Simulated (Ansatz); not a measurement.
Reaction (SMILES): P (PH3) → [PH2-] + H+
B3LYP-D3(BJ)/def2-TZVP geometries, fixed; electronic energies without zero-point terms.
Largest species:
```xyz
4

P      0.0029     0.0016     0.1282
H     -0.0038     1.1839    -0.6561
H      1.0120    -0.6137    -0.6568
H     -1.0521    -0.5944    -0.6098
```

Effect of the final integration grid (spheres per factor e of radius in core and valence, angular degree) at PBE0/aug-cc-pV(Q+d)Z with Ansatz (a program for electronic structure), against the last row, where the deprotonation energy is 372.49 kcal/mol. The default's grid is 13, 11, 36.

```
setting                     largest shift of a total energy (mEh)  shift of the deprotonation energy (kcal/mol)
--------------------------  -------------------------------------  --------------------------------------------
accuracy: medium (default)                                  0.000                                         0.000
final_grid: 4, 3, 11                                       -0.783                                         0.011
final_grid: 6, 5, 17                                        0.056                                        -0.039
final_grid: 8, 7, 23                                        0.002                                        -0.001
final_grid: 10, 9, 29                                       0.000                                         0.000
final_grid: 18, 15, 47                                      0.000                                         0.000
final_grid: 26, 22, 59                                      0.000                                         0.000
```

Within 0.02 kcal/mol in the deprotonation energy: accuracy: medium (default); final_grid: 4, 3, 11; final_grid: 8, 7, 23; final_grid: 10, 9, 29; final_grid: 18, 15, 47. The largest shift is 0.783 mEh in a total energy and 0.039 kcal/mol in the difference.
